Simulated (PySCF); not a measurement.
# Working out the ionisation energy of Cl

Cl [Ne] 3s2 3p5 (2P) → Cl⁺ [Ne] 3s2 3p4 (3P). Calculation: PySCF 2.14, in x2c-QZVPPall with one added diffuse shell each of s, p, d, f type (10s7p5d3f1g, 86 functions); scalar relativity by spin-free X2C-1e. Frozen: 1s2. Energies in hartree (1 hartree = 27.21139 eV):

```csv
part,Cl (lower),Cl⁺ (upper)
UHF,-460.903435,-460.471767
CCSD correlation,-0.378380,-0.339272
(T),-0.009073,-0.006954
```

Q: What does Hartree-Fock give?

A: (-460.471767) − (-460.903435) = 0.431668 hartree = 11.746 eV.

Q: What do CCSD and CCSD(T) give?

A: The CCSD correlation energies differ by 0.039108 hartree = 1.064 eV and the triples by 0.002119 hartree = 0.058 eV, so CCSD gives 12.810 eV and CCSD(T) 12.868 eV.

Measured between the centres of the two terms (NIST): 12.974 eV, so CCSD(T) (valence and next inner shell) is off by -0.106 eV.

What remains against the reference includes basis incompleteness, the frozen core and higher excitations.
